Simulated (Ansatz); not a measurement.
Correlation energies of Si₂ (triplet) by basis set

Z-matrix (Å, degrees):
```
Si
Si 1 2.255
```

Total charge 0; spin multiplicity 3. The structure was optimised at the PBE0-D4/def2-TZVP level. Frozen core, unrestricted reference, Ansatz 0.2.0. CBS rows extrapolate triple and quadruple zeta.

| basis | HF (Eh) | MP2 corr. |
| --- | --- | --- |
| def2-SVP | -577.56731 | -0.12563 |
| def2-TZVPP | -577.76770 | -0.15760 |
| def2-QZVPP | -577.78430 | -0.16984 |
| cc-pV(D+d)Z | -577.76270 | -0.12821 |
| cc-pV(T+d)Z | -577.77941 | -0.15750 |
| cc-pV(Q+d)Z | -577.78380 | -0.16896 |

(1) Estimate the CCSD correlation energy and the (T) correction in each basis where they were run (hartree).

## Answers

(1) 
| basis | CCSD corr. | (T) |
| --- | --- | --- |
| def2-SVP | -0.15725 | -0.00733 |
| def2-TZVPP | -0.18910 | -0.01130 |
| def2-QZVPP | -0.19768 | -0.01250 |
| CBS(def2) | -0.20404 | -0.01339 |
| cc-pV(D+d)Z | -0.16161 | -0.00749 |
| cc-pV(T+d)Z | -0.18898 | -0.01129 |
| cc-pV(Q+d)Z | -0.19707 | -0.01243 |
| CBS(cc) | -0.20282 | -0.01325 |
